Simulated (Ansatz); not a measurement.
Input file:

```yaml
crystal:
  periodic: [false, false, false]
  atoms:
    - {symbol: Ti, position_ang: [0.000000, 0.000000, 0.000000]}
    - {symbol: H, position_ang: [0.000000, 0.000000, -1.847400]}
    - {symbol: H, position_ang: [0.000000, 0.000000, 1.847400]}
basis:
  gaussian: {orbitals: def2-TZVP}
correlation: {method: sc_nevpt2, electrons: outside_noble_gas, active_space: {window: {electrons: 6, orbitals: 8}, shells: [{species: H, l: s, shell: 1}, {species: Ti, l: s, shell: 4}, {species: Ti, l: d, shell: 3}]}}
```

```sh
$ ansatz run in.yaml --threads 1 --pin off --events-out ev --progress --plain --max-ram 2816MiB --backend cpu
```

Output:

```
884 factors; integrals over basis functions are off by at most 1.8e-7 eV
mean field evaluation 1: about -23110.1238 eV, gradient 3.0e1 eV
mean field evaluation 2: about -23110.1241 eV, gradient 3.0e1 eV
mean field evaluation 4: about -23114.1715 eV, gradient 6.6e0 eV
mean field evaluation 8: about -23114.3799 eV, gradient 2.9e-1 eV
mean field evaluation 16: about -23114.3804 eV, gradient 3.4e-4 eV
mean field evaluation 32: about -23103.1330 eV, gradient 3.4e0 eV
mean field evaluation 64: about -23115.1157 eV, gradient 3.7e-1 eV
mean field evaluation 96: about -23114.9097 eV, gradient 1.7e0 eV
mean field evaluation 128: about -23115.1110 eV, gradient 1.6e-1 eV
mean field evaluation 160: about -23114.1350 eV, gradient 5.5e-5 eV
mean field -23115.11468171 eV, -849.4647965655 hartree, gradient 1.4e-6 eV, S^2 0.000000; 18 other end points of the search recorded, 0 dependent functions left out; unrestricted orbitals would lower it
reference -23115.11468171 eV, -849.4647965655 hartree; 12, 12 occupied and 45, 45 virtual orbitals, 884 factors
state -23116.05920123 eV, -849.4995070175 hartree
state -23116.05920123 eV, -849.4995070175 hartree; corrected -23117.62981697 eV, -849.5572260814 hartree
Total energy: -23117.62981697 eV, -849.5572260814 hartree
Checks for a lower state left out: starts, orbital_swaps
```

Ran on 1 thread of AMD EPYC 7R13, shared host: 3.5 s wall, 0.18 GiB peak host memory.
